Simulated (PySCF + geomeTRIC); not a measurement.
Species: C2H4, SMILES `C=C` (charge 0, multiplicity 1).

Question: Give a relaxed geometry from TPSS-D3(BJ)/def2-SVP run with PySCF + geomeTRIC.

Answer: the end point of this relaxation (outside a Z-matrix the atoms follow the SMILES, hydrogens last).
Bond lengths (Å): C1–C2 1.338, C1–H3 1.097, C1–H4 1.097, C2–H5 1.097, C2–H6 1.097. Angles (°): C2–C1–H3 121.8, C2–C1–H4 121.8, H3–C1–H4 116.5, C1–C2–H5 121.8, C1–C2–H6 121.8, H5–C2–H6 116.5.
